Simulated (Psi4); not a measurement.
**CCSD/def2-SVPD run of BPH5F (SMILES [BH3-][PH2+]F)**

Aim: the vertical electron affinity of BPH5F at CCSD/def2-SVPD, from 2 runs. 

The calculation is run with Psi4 1.11.

1 further run of the same task is left out (set aside as unsound or not needed).

**1. Starting point**

BPH5F has 8 atoms, charge 0, and is taken as a singlet. SMILES: `[BH3-][PH2+]F`. Geometry: relaxed at GFN2-xTB.

Bond lengths: B1–P2 1.898 Å, P2–F3 1.617 Å, B1–H4 1.190 Å, B1–H5 1.190 Å, B1–H6 1.187 Å, P2–H7 1.396 Å, P2–H8 1.395 Å. Some angles: B1–P2–F3 111.9°, B1–P2–H7 125.3°, B1–P2–H8 125.4°, F3–P2–H7 95.1°, F3–P2–H8 95.1°, P2–B1–H4 104.6°, P2–B1–H5 104.5°, P2–B1–H6 105.6°, H7–P2–H8 96.7°, H4–B1–H5 114.0°.

**2. A single-point energy at CCSD/def2-SVPD**

The input, bfh5p.xyz:

```xyz
8
BFH5P
B     -0.525110     0.874630    -0.448000
P      0.288000    -0.609520     0.411990
F      1.529250    -1.194390    -0.442790
H     -0.897030     0.447050    -1.494090
H      0.345720     1.680310    -0.536530
H     -1.410660     1.211300     0.267460
H      0.983450    -0.558610     1.620810
H     -0.313620    -1.850770     0.621140
```

The input, bfh5p_ase.py:

```python
import numpy as np
from ase.calculators.psi4 import Psi4
from ase.io import read

a = read('bfh5p.xyz')
calc = Psi4(atoms=a, method='ccsd', basis='def2-SVPD', memory='1600MB', num_threads=1, charge=0, multiplicity=1, label='psi4-calc', reference='rhf')
calc.psi4.set_options({'puream': True, 'e_convergence': 1e-09, 'd_convergence': 1e-08, 'scf_type': 'pk', 'num_frozen_docc': 7})
a.calc = calc

print(f'energy: {a.get_potential_energy():.6f} eV')
```

On the command line:

```bash
$ python bfh5p_ase.py
```

psi4-calc.dat:

```text
[...]
  Running in c1 symmetry.
[...]
  Nuclear repulsion =  113.265955171212397
[...]
  Multiplicity = 1
[...]
  Nalpha       = 17
  Nbeta        = 17
[...]
    Number of basis functions: 107
[...]
   @RHF iter   1:  -467.45102747134837   -3.96661e-01   3.66482e-03 DIIS/ADIIS
[...]
   @RHF iter  11:  -467.55456552054613   -5.68434e-12   4.78222e-09 DIIS
[...]
    Orbital Energies [Eh]
    ---------------------
    Doubly Occupied:
       1A    -80.058320     2A    -26.328493     3A     -7.614469
       4A     -7.544592     5A     -5.515531     6A     -5.513831
       7A     -5.512422     8A     -1.607167     9A     -0.936982
      10A     -0.747434    11A     -0.724059    12A     -0.723394
      13A     -0.662601    14A     -0.577401    15A     -0.466189
      16A     -0.459942    17A     -0.454762
[...]
  @RHF Final Energy:  -467.55456552054613
   => Energetics <=
    Nuclear Repulsion Energy =            113.2659551712123971
    One-Electron Energy =                -870.7458635628513548
    Two-Electron Energy =                 289.9253428710927665
    Total Energy =                       -467.5545655205461344
[...]
 Multipole Moments:
 ------------------------------------------------------------------------------------
     Multipole            Electronic (a.u.)      Nuclear  (a.u.)        Total (a.u.)
 ------------------------------------------------------------------------------------
 L = 1.  Multiply by 2.5417464519 to convert [e a0] to [Debye]
 Dipole X            :          3.3762256           -3.2932526            0.0829730
 Dipole Y            :         -3.5702812            2.6029373           -0.9673439
 Dipole Z            :          0.2221937            0.9175988            1.1397926
 Magnitude           :                                                    1.4972528
[...]
      * MP2 total energy                      = -468.000131516842600
[...]
      * CCSD total energy                     = -468.040831439166766
```

On the terminal:

```text
energy: -12736.039739 eV
```

Wall time 33 s (1 thread of Intel Xeon 6975P-C (Granite Rapids), shared host); peak memory 1.2 GiB.

**3. The doublet anion**

The input, job.dat:

```
memory 1.6 GB

molecule m {
  -1 2
  B     -0.525110     0.874630    -0.448000
  P      0.288000    -0.609520     0.411990
  F      1.529250    -1.194390    -0.442790
  H     -0.897030     0.447050    -1.494090
  H      0.345720     1.680310    -0.536530
  H     -1.410660     1.211300     0.267460
  H      0.983450    -0.558610     1.620810
  H     -0.313620    -1.850770     0.621140
  symmetry c1
}

set reference uhf
set puream true
set e_convergence 1e-09
set d_convergence 1e-08
set scf_type pk
set num_frozen_docc 7
set maxiter 200

E, wfn = energy('ccsd/def2-SVPD', return_wfn=True)
print_variables()
```

On the command line:

```bash
$ psi4 -i job.dat -o job.out -n 1
```

job.out:

```text
[...]
  Running in c1 symmetry.
[...]
  Nuclear repulsion =  113.265955171212397
[...]
  Multiplicity = 2
[...]
  Nalpha       = 18
  Nbeta        = 17
[...]
    Number of basis functions: 107
[...]
   @UHF iter   1:  -467.37674030043382   -3.22374e-01   3.94185e-03 DIIS/ADIIS
[...]
   @UHF iter  17:  -467.50122166599908   -1.67688e-11   8.00649e-09 DIIS
[...]
   @S^2 Observed:                7.570577299E-01
[...]
    Orbital Energies [Eh]
    ---------------------
    Alpha Occupied:
       1A    -79.785591     2A    -26.087496     3A     -7.343843
       4A     -7.341330     5A     -5.247684     6A     -5.241249
       7A     -5.239981     8A     -1.382596     9A     -0.702231
      10A     -0.530044    11A     -0.502517    12A     -0.491850
      13A     -0.444431    14A     -0.334812    15A     -0.270440
      16A     -0.258146    17A     -0.247873    18A      0.024194
    Alpha Virtual:
      19A      0.214579    20A      0.269480    21A      0.315883
      22A      0.328460    23A      0.335454    24A      0.336465
      25A      0.351077    26A      0.363224    27A      0.364901
[...]
  @UHF Final Energy:  -467.50122166599908
   => Energetics <=
    Nuclear Repulsion Energy =            113.2659551712123971
    One-Electron Energy =                -878.8269642920181468
    Two-Electron Energy =                 298.0597874548066102
    Total Energy =                       -467.5012216659990827
  UHF NO Occupations:
  HONO-2 :   16  A 1.9995636
  HONO-1 :   17  A 1.9976079
[...]
 Multipole Moments:
 ------------------------------------------------------------------------------------
     Multipole            Electronic (a.u.)      Nuclear  (a.u.)        Total (a.u.)
 ------------------------------------------------------------------------------------
 L = 1.  Multiply by 2.5417464519 to convert [e a0] to [Debye]
 Dipole X            :          3.9953632           -3.2932526            0.7021106
 Dipole Y            :         -3.6226421            2.6029373           -1.0197049
 Dipole Z            :         -0.5135074            0.9175988            0.4040914
 Magnitude           :                                                    1.3023237
[...]
      * MP2 total energy                      = -467.968787985401207
[...]
      * CCSD total energy                     = -468.009094912715625
[...]
```

Run time: 2.6 min. Hardware: 1 thread of Intel Xeon 6975P-C (Granite Rapids), shared host; peak memory 1.2 GiB.

**4. Summary of results**

At CCSD/def2-SVPD, 7 core orbitals frozen:

| quantity | value |
| --- | --- |
| singlet BPH5F: total energy | -468.04083 Eh |
| singlet BPH5F: HOMO energy (Hartree–Fock orbitals) | -12.37 eV |
| singlet BPH5F: LUMO energy (Hartree–Fock orbitals) | 2.09 eV |
| singlet BPH5F: HOMO–LUMO gap (Hartree–Fock orbitals) | 14.46 eV |
| singlet BPH5F: correlation energy (7 core orbitals frozen) | -486.3 mEh |
| singlet BPH5F: T1 diagnostic | 0.014 |
| doublet anion: total energy | -468.00909 Eh |
| doublet anion: HOMO energy (Hartree–Fock orbitals) (highest over α and β) | 0.66 eV |
| doublet anion: LUMO energy (Hartree–Fock orbitals) (lowest over α and β) | 5.84 eV |
| doublet anion: correlation energy (7 core orbitals frozen) | -507.9 mEh |
| doublet anion: ⟨S²⟩ of the reference determinant | 0.757 |
| doublet anion: T1 diagnostic | 0.028 |
| vertical electron affinity (to the doublet anion) | -0.864 eV |

What this shows: The anion lies 0.86 eV (83.3 kJ/mol) above the neutral: the electron isn't bound at this level, and such a value depends on the basis. The HOMO (doublet anion) lies at positive energy, 0.66 eV: the electron is unbound at this level or held by a compact basis; values depend on the basis.
